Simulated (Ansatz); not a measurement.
**Ba2Al3C: from a trial structure to a relaxed crystal**

Level of theory: Ansatz 0.2.0, DFT r2SCAN, scalar-relativistic, plane waves, PAW.

The start puts Ba2Al3C on the sites of a reported ScCo3B2 cell (P6/mmm, No. 191), with C in place of Sc, Ba in place of B, Al in place of Co, at a guessed volume.

Input of the last, converged step (default PAW datasets):

```yaml
crystal:
  lattice:
    - [5.3868922897, 0.0, 0.0]
    - [-2.6934461448, 4.6651855703, 0.0]
    - [0.0, 0.0, 6.7864842669]
  atoms:
    - { symbol: Ba, position: [0.3333333333, 0.6666666667, 0.0] }
    - { symbol: Ba, position: [0.6666666667, 0.3333333333, 0.0] }
    - { symbol: Al, position: [0.5, 0.0, 0.5] }
    - { symbol: Al, position: [0.5, 0.5, 0.5] }
    - { symbol: Al, position: [0.0, 0.5, 0.5] }
    - { symbol: C, position: [0.0, 0.0, 0.0] }
basis:
  ecutwfc: 500
kpoints:
  mp_grid: { grid: [12, 12, 6] }
hamiltonian:
  xc: r2scan
scf:
  occupations: { method: gaussian, width: 0.1 }
output:
  forces: true
  stress: true
  eigenvalues: true
  write_density: true
  write_potential: true
  elf: true
  volumetric_format: npy
relax:
  adjacent_minimum: "off"
  f_tol: 0.01
  max_steps: 80
  cell: { stress_tol: 0.05 }
```

Launched as:

```bash
ansatz run input.yaml --threads 1 --pin off --max-ram 2560MiB --backend cpu --events-out ev --progress --plain --runs-dir out
```

Time: 2.3 min on 1 thread of Arm Neoverse V1, with other jobs on the host, peak memory 0.91 GiB.

The program printed at the end:

```
SCF converged after 6 iterations
Free energy (F): -13796.112919 eV
Harris-Foulkes:  -13796.112919 eV  (|F-HF|=3.64e-12)
Internal energy: -13796.093219 eV  (E = F + TS)
E sigma→0 (E₀):  -13796.103069 eV
Entropy (-TS):   -0.019699 eV (-3.283 meV/atom)
Fermi energy:    6.156839 eV
--- Per-component energies (eV) ---
  E_band       = -130.646346
  E_kinetic    = 480.015187
  E_local      = -1019.392857  (includes V_loc(G=0)·N_el)
  E_nonlocal   = 170.439874
  E_hartree    = 373.208430
  E_xc         = -464.488349
  E_vxc        = -442.653798  (∫ρ·V_xc dr)
  E_paw        = -12022.437660  (= ΣΔE_a)
  E_vpaw       = -86.103447  (= ΣTr[D̂ρ^β])
  E_aug_tail   = -0.000002  (compensation charges beyond the density's cutoff)
  E_vtau       = 20.631794  (kinetic-family band-sum trace: ∫τ·v_τ [+ j·A + Jᵃ·Aᵃ] dr)
  E_ewald      = -1313.373577
  E_core_change = -0.064266  (= ΣΔE_core)
  E_smearing   = -0.019699  (= −TS)
  E_closure    = 0.000000  (closes the sum)
  Σ components = -13796.112919   (vs F -13796.112919, Δ=0.00e0)
--- Forces (eV/Å), atoms counted from 1 ---
  atom   1  Ba     0.00000000     0.00000000     0.00000000
  atom   2  Ba     0.00000000     0.00000000     0.00000000
  atom   3  Al     0.00000000     0.00000000     0.00000000
  atom   4  Al     0.00000000     0.00000000     0.00000000
  atom   5  Al     0.00000000     0.00000000     0.00000000
  atom   6  C      0.00000000     0.00000000     0.00000000
  max |Σ_I F_I| component: 2.89e-19 eV/Å
--- Stress (GPa, compression-positive) ---
       -0.001021       0.000000       0.000000
        0.000000      -0.001021       0.000000
        0.000000       0.000000      -0.008055
  P = ⅓ Tr σ = -0.0034 GPa (-0.034 kbar)
--- Relaxed structure (2 steps of the walk, 2 accepted, 1 SCFs on fresh bases) ---
  F+E_penalty+E_count = -13796.11291868 eV   max|allowed force component| = 7.517e-18 eV/Å   (the final SCF, on the basis selected at the relaxed cell)
  cell:  # Å, volume = 169.9411 Å³
    - [5.394307, 0.000000, 0.000000]
    - [-2.697154, 4.671607, 0.000000]
    - [0.000000, 0.000000, 6.743673]
  atoms:
    - { symbol: Ba, position: [0.333333, 0.666667, 0.000000] }
    - { symbol: Ba, position: [0.666667, 0.333333, 0.000000] }
    - { symbol: Al, position: [0.5, 0.000000, 0.5] }
    - { symbol: Al, position: [0.5, 0.500000, 0.5] }
    - { symbol: Al, position: [0.000000, 0.5, 0.5] }
    - { symbol: C, position: [0.000000, 0.000000, 0.000000] }
```

Absolute energies hang on the potentials; compare differences alone.

The result has space group P6/mmm (No. 191). Ba is coordinated by 3 Ba at 3.11 Å, 3 C at 3.11 Å and 6 Al at 3.71 Å; Al is coordinated by 4 Al at 2.70 Å; around C lie 6 Ba at 3.11 Å.

Against the elements it lies at 0.95 eV/atom. Formation energies are uncorrected and refer to the elements' standard structures at the same level.

For metals, differences of a few meV/atom aren't resolved.

Symmetry constrained the relaxation, so the result can be a saddle point.